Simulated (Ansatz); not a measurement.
# CHBSi (singlet): the correlation ladder at a displaced geometry (v2), cc-pVDZ

One table from this session's results is given with a row withheld; the runs are named, their logs left out.

Method: cc-pVDZ, core rule «outside noble gas», up to 7 orbitals frozen; program: Ansatz 0.2.0, Gaussian basis.

The runs, in order: UHF; CCSD(T) on RHF; BCCD(T) on RHF; CISD; CCSDT(Q) on RHF; CASSCF and MRCISD+Q, 8 electrons in 8 orbitals; CASSCF and NEVPT2, 8 electrons in 8 orbitals.

13 further runs of the same task are left out: 4 that didn't finish, 9 set aside as unsound or not needed. Runs told in other sessions of the task aren't counted.

**What is computed**

The geometry is a PBE0/def2-TZVP stationary point (not a proven minimum) with its atoms shifted at random (size 0.100 Å).

4 atoms, charge 0, spin multiplicity 1.

Atoms are counted from 1 here; the program's logs count them from 0.

Bond lengths: B1–C2 1.361 Å, B1–H4 1.199 Å, C2–Si3 1.686 Å. Angles: C2–B1–H4 172.0°, B1–C2–Si3 170.3°.

Coordinates:

```xyz
4
CHBSi
B     0.0646    0.0237    0.7973
C    -0.1003    0.0321   -0.5537
Si   -0.0237   -0.0003   -2.2371
H     0.0594   -0.0556    1.9935
```

The first run:

in.yaml

```yaml
crystal:
  periodic: [false, false, false]
  atoms:
    - {symbol: B, position_ang: [0.064568, 0.023749, 0.797341]}
    - {symbol: C, position_ang: [-0.100306, 0.032123, -0.553665]}
    - {symbol: Si, position_ang: [-0.023685, -0.000301, -2.237145]}
    - {symbol: H, position_ang: [0.059423, -0.055571, 1.993469]}
basis:
  gaussian: {orbitals: cc-pVDZ}
magnetization: {spin_polarized: true, initial_magnetization: 0}
hamiltonian: {xc: hf}
output: {orbitals: {seedname: orbitals}}
```

The run is started by

```console
> ansatz run in.yaml --threads 1 --pin off --events-out ev --progress --plain --max-ram 2393MiB
```

Among the steps run: UHF; CCSD(T) on RHF; BCCD(T) on RHF; CISD; CCSDT(Q) on RHF; CASSCF and MRCISD+Q, 8 electrons in 8 orbitals; CASSCF and NEVPT2, 8 electrons in 8 orbitals.

One table of the session follows, with a row left open; its other results are not shown here.

```
   method  from RCCSDT(Q) (kJ/mol)
      RHF                   +847.3
     RMP2                   +113.6
     CISD                   +139.8
    RCCSD                    +56.7
 RCCSD(T)                     +7.5
  BCCD(T)                     +7.0
   RCCSDT                        ?
RCCSDT(Q)                        0
```

Q: Estimate the row for RCCSDT from the others.

The run gave: from RCCSDT(Q) (kJ/mol): +5.0. In the column «from RCCSDT(Q) (kJ/mol)» it lies between RCCSDT(Q) (0) and BCCD(T) (+7.0).

Left out of the table: CASSCF frontier, NEVPT2 frontier, MRCISD frontier, MRCISD+Q frontier (the active space lost an orbital or holds another state than full CI finds).

Limits of these values: Warnings in the runs' records: passed over end.
